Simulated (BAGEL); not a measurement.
# HNO2 (nitrous acid) at 4 levels

Aim: a comparison of 4 runs (B3LYP/6-31G*, B3LYP/def2-TZVP, PBE0/def2-TZVP, RI-MP2/def2-TZVP) of HNO2 (nitrous acid). 

The results are computed with BAGEL 1.2.2.

### Step 1. The system as given

The species is HNO2 (4 atoms), meant as a singlet with charge 0. As SMILES, `O=NO`. Geometry: relaxed at GFN2-xTB.

Bond lengths: O1–N2 1.181 Å, N2–O3 1.392 Å, O3–H4 0.968 Å. Angles: O1–N2–O3 113.7°, N2–O3–H4 106.9°.

### Step 2. The energy at B3LYP/6-31G(d) (density fitting with qzvpp-jkfit, spherical functions) (run 1)

Contents of job.json:

```json
{ "bagel": [

{
  "title": "molecule",
  "basis": "6-31gs.json",
  "df_basis": "qzvpp-jkfit",
  "angstrom": "true",
  "geometry": [
    { "atom": "O", "xyz": [       0.424700,       0.045690,       1.471310 ] },
    { "atom": "N", "xyz": [       0.319310,      -0.411420,       0.387280 ] },
    { "atom": "O", "xyz": [      -0.357270,       0.415910,      -0.505360 ] },
    { "atom": "H", "xyz": [      -0.386730,      -0.050180,      -1.353230 ] }
  ]
},

{ "title": "ks", "xc_func": "b3lyp" },

{ "title": "print", "file": "orbitals.molden", "orbitals": "true" }

]}
```

The basis set 6-31G* is read from a file made from the Basis Set Exchange's data (not shown).

Command:

```console
BAGEL_NUM_THREADS=1 BAGEL job.json > job.out
```

Output:

```text
* using 1 threads per process

  ===============================================================
  ===============================================================

  *** Geometry ***

  { "atom" : "O", "xyz" : [      0.802567,      0.086342,      2.780373 ] },
  { "atom" : "N", "xyz" : [      0.603408,     -0.777471,      0.731853 ] },
  { "atom" : "O", "xyz" : [     -0.675142,      0.785956,     -0.954992 ] },
  { "atom" : "H", "xyz" : [     -0.730814,     -0.094826,     -2.557234 ] },

  Number of auxiliary basis functions:      249

  Since a DF basis is specified, we compute 2- and 3-index integrals:
    o Being stored without compression. Storage requirement is 0.004 GB

  Number of basis functions:       44
  Number of electrons      :       24

    * METHOD: MOLECULE                             0.08

  *** Kohn-Sham DFT ***

    * Removing 5674 points whose weight is below 1.00e-10
    * Grid points: 53950

  === Nuclear Repulsion ===
    69.8154170650

       - DIIS with orbital gradients will be used.

  === KS iteration (b3lyp / 6-31gs.json) ===
      0       -190.42169923          0.20195367           0.13
      1       -192.33111443          0.24985924           0.10
      2       -186.43838627          0.20662354           0.09
      3       -192.61063198          0.24276694           0.09
      4       -204.11088886          0.10142619           0.10
      5       -205.22028201          0.05752315           0.10
      6       -205.52230196          0.03698513           0.09
      7       -205.61016342          0.02357179           0.09
      8       -205.68425837          0.00566417           0.10
      9       -205.68854677          0.00077959           0.09
     10       -205.68863544          0.00008614           0.10
     11       -205.68863626          0.00001327           0.10
     12       -205.68863629          0.00000623           0.09
     13       -205.68863629          0.00000097           0.09
     14       -205.68863629          0.00000038           0.09
     15       -205.68863629          0.00000004           0.10
     16       -205.68863629          0.00000001           0.10
    * SCF iteration converged.

    * Permanent dipole moment:
           (    0.136352,     0.265860,     0.877015) a.u.

    * METHOD: KS                                   1.87

    * METHOD: PRINT                                0.01

  ===============================================================
```

Run time: 2.1 s. Hardware: 1 thread of Arm Neoverse N1, shared host; peak memory 0.14 GiB.

### Step 3. The energy at B3LYP/def2-TZVP (density fitting with qzvpp-jkfit) (run 2)

Contents of job.json:

```json
{ "bagel" : [

{
  "title" : "molecule",
  "basis" : "def2-tzvp.json",
  "df_basis" : "qzvpp-jkfit",
  "angstrom" : true,
  "geometry" : [
    { "atom" : "O", "xyz" : [    0.424700,    0.045690,    1.471310 ] },
    { "atom" : "N", "xyz" : [    0.319310,   -0.411420,    0.387280 ] },
    { "atom" : "O", "xyz" : [   -0.357270,    0.415910,   -0.505360 ] },
    { "atom" : "H", "xyz" : [   -0.386730,   -0.050180,   -1.353230 ] }
  ]
},
{ "title" : "ks", "xc_func" : "b3lyp" },
{ "title" : "print", "file" : "orbitals.molden", "orbitals" : true }

]}
```

The basis set def2-TZVP is read from a file made from the Basis Set Exchange's data (not shown).

Command:

```console
BAGEL_NUM_THREADS=1 BAGEL job.json > job.out
```

Output:

```text
* using 1 threads per process

  ===============================================================
  ===============================================================

  *** Geometry ***

  { "atom" : "O", "xyz" : [      0.802567,      0.086342,      2.780373 ] },
  { "atom" : "N", "xyz" : [      0.603408,     -0.777471,      0.731853 ] },
  { "atom" : "O", "xyz" : [     -0.675142,      0.785956,     -0.954992 ] },
  { "atom" : "H", "xyz" : [     -0.730814,     -0.094826,     -2.557234 ] },

  Number of auxiliary basis functions:      249

  Since a DF basis is specified, we compute 2- and 3-index integrals:
    o Being stored without compression. Storage requirement is 0.020 GB

  Number of basis functions:       99
  Number of electrons      :       24

    * METHOD: MOLECULE                             0.14

  *** Kohn-Sham DFT ***

    * Removing 5674 points whose weight is below 1.00e-10
    * Grid points: 53950

  === Nuclear Repulsion ===
    69.8154170650

       - DIIS with orbital gradients will be used.

  === KS iteration (b3lyp / def2-tzvp.json) ===
      0       -180.58656710          0.20454108           0.26
      1       -181.75692975          0.16138418           0.26
      2       -181.50301209          0.17733537           0.26
      3       -199.46437533          0.12380147           0.26
      4       -205.15848350          0.04297585           0.25
      5       -205.09795471          0.05075171           0.25
      6       -205.75153130          0.01115900           0.26
      7       -205.78888208          0.00441887           0.25
      8       -205.79391825          0.00083837           0.26
      9       -205.79408336          0.00024661           0.26
     10       -205.79410065          0.00004995           0.26
     11       -205.79410139          0.00000678           0.26
     12       -205.79410140          0.00000141           0.26
     13       -205.79410140          0.00000060           0.26
     14       -205.79410140          0.00000015           0.26
     15       -205.79410140          0.00000010           0.26
     16       -205.79410140          0.00000003           0.26
     17       -205.79410140          0.00000001           0.26
     18       -205.79410140          0.00000000           0.26
    * SCF iteration converged.

    * Permanent dipole moment:
           (    0.135841,     0.267205,     0.877512) a.u.

    * METHOD: KS                                   5.31

    * METHOD: PRINT                                0.03

  ===============================================================
```

It took 5.7 s on 1 thread of Arm Neoverse N1, shared host; peak memory 0.26 GiB.

Run 3 isn't shown in full; the table further down has it.

### Step 4. The energy at RI-MP2/def2-TZVP (density fitting with qzvpp-jkfit) (run 4)

Contents of job.json:

```json
{ "bagel": [

{
  "title": "molecule",
  "basis": "def2-tzvp.json",
  "df_basis": "qzvpp-jkfit",
  "angstrom": true,
  "geometry": [
    { "atom": "O", "xyz": [       0.424700,       0.045690,       1.471310 ] },
    { "atom": "N", "xyz": [       0.319310,      -0.411420,       0.387280 ] },
    { "atom": "O", "xyz": [      -0.357270,       0.415910,      -0.505360 ] },
    { "atom": "H", "xyz": [      -0.386730,      -0.050180,      -1.353230 ] }
  ]
},

{
  "title": "hf",
  "charge": 0
},

{
  "title": "mp2",
  "charge": 0,
  "ncore": 3
}

]}
```

The basis set def2-TZVP is read from a file made from the Basis Set Exchange's data (not shown).

Command:

```console
BAGEL_NUM_THREADS=1 BAGEL job.json > job.out
```

Output:

```text
* using 1 threads per process

  ===============================================================
  ===============================================================

  *** Geometry ***

  { "atom" : "O", "xyz" : [      0.802567,      0.086342,      2.780373 ] },
  { "atom" : "N", "xyz" : [      0.603408,     -0.777471,      0.731853 ] },
  { "atom" : "O", "xyz" : [     -0.675142,      0.785956,     -0.954992 ] },
  { "atom" : "H", "xyz" : [     -0.730814,     -0.094826,     -2.557234 ] },

  Number of auxiliary basis functions:      249

  Since a DF basis is specified, we compute 2- and 3-index integrals:
    o Being stored without compression. Storage requirement is 0.020 GB

  Number of basis functions:       99
  Number of electrons      :       24

    * METHOD: MOLECULE                             0.14

  *** RHF ***

  === Nuclear Repulsion ===
    69.8154170650

      * DIIS with orbital gradients will be used.

  === RHF iteration (def2-tzvp.json) ===
      0       -204.50056148          0.02648606           0.03
      1       -204.59600032          0.02177102           0.03
      2       -204.72459139          0.00221493           0.03
      3       -204.72782323          0.00117687           0.03
      4       -204.72877485          0.00048859           0.03
      5       -204.72903846          0.00026179           0.03
      6       -204.72912047          0.00010561           0.03
      7       -204.72913762          0.00003598           0.03
      8       -204.72913848          0.00001961           0.03
      9       -204.72913864          0.00000863           0.03
     10       -204.72913869          0.00000230           0.03
     11       -204.72913869          0.00000134           0.03
     12       -204.72913870          0.00000044           0.03
     13       -204.72913870          0.00000018           0.03
     14       -204.72913870          0.00000007           0.03
     15       -204.72913870          0.00000004           0.03
     16       -204.72913870          0.00000001           0.03
     17       -204.72913870          0.00000001           0.03
    * SCF iteration converged.

    * Permanent dipole moment:
           (    0.101926,     0.368778,     0.929646) a.u.

    * METHOD: HF                                   0.68

  *** RHF ***

  === Nuclear Repulsion ===
    69.8154170650

      * DIIS with orbital gradients will be used.

  === RHF iteration (def2-tzvp.json) ===
      0       -204.72913870          0.00000000           0.03
    * SCF iteration converged.

    * Permanent dipole moment:
           (    0.101927,     0.368778,     0.929647) a.u.

  === DF-MP2 calculation ===

    * freezing 3 orbitals
    * 3-index integral transformation done
    * assembly done

      MP2 correlation energy:   -0.6746663204      0.03

      MP2 total energy:       -205.4038050166

    * METHOD: MP2                                  0.10

  ===============================================================
```

It took 1.1 s on 1 thread of Arm Neoverse N1, shared host; peak memory 0.082 GiB.

### Step 5. All runs side by side

```tsv
run	level	frozen core orbitals	energy (Eh)	dipole moment (D)	HOMO energy (eV)	LUMO energy (eV)	wall time
1	B3LYP/6-31G* (density fitting with qzvpp-jkfit, spherical functions)	–	-205.688636	2.35	-7.39	-2.10	2.1 s
2	B3LYP/def2-TZVP (density fitting with qzvpp-jkfit)	–	-205.794101	2.36	-7.86	-2.55	5.7 s
3	PBE0/def2-TZVP (density fitting with qzvpp-jkfit)	–	-205.575408	2.36	-8.06	-2.19	5.1 s
4	RI-MP2/def2-TZVP (density fitting with qzvpp-jkfit)	3	-205.403805	–	–	–	1.1 s
```

### Step 6. Summary of results

| quantity | value |
| --- | --- |
| run 4: total energy | -205.40381 Eh |
| run 4: correlation energy (3 core orbitals frozen) | -674.7 mEh |

In words: Over runs 1, 2, 3 the dipole moment (its size) runs from 2.35 D (B3LYP/6-31G*) to 2.36 D (PBE0/def2-TZVP). The two ends differ in method and basis. Over runs 1, 2, 3 the HOMO–LUMO gap runs from 5.29 eV (B3LYP/6-31G*) to 5.87 eV (PBE0/def2-TZVP). Totals of different functionals can't be ranked against each other. All runs together took 14 s, the longest 5.7 s.
